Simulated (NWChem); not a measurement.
Ionisation of H3Si

```
Si
H 1 1.5051
H 1 1.5051 2 111.26
H 1 1.5051 2 111.26 3 -124.66
```
Charge 0, spin multiplicity 2.

Everything below was run with NWChem. All single points use one geometry, from UPBE/def2-SVP, a minimum by its harmonic frequencies.

Basis set: def2-TZVP. −ε marks an orbital energy of the parent.

B3LYP has NWChem's definition, with VWN1-RPA local correlation. The structure started from a generated list of species. The unpaired electrons of the parent sit in orbitals of symmetry a' (Cs labels of the run); other states weren't searched. The stability of the SCF solutions was not checked. Open-shell Hartree-Fock references start from PBE0 orbitals.

Problem. One of these methods gave a first vertical ionisation energy of 6.11 eV. Which?
(A) −ε(alpha HOMO) of HF
(B) G0W0@PBE
(C) −ε(alpha HOMO) of PBE
(D) −ε(alpha HOMO) of B3LYP

Solution. D, −ε(alpha HOMO) of B3LYP. The others give 5.33 (−ε(alpha HOMO) of PBE), 8.40 (G0W0@PBE), 9.20 (−ε(alpha HOMO) of HF).
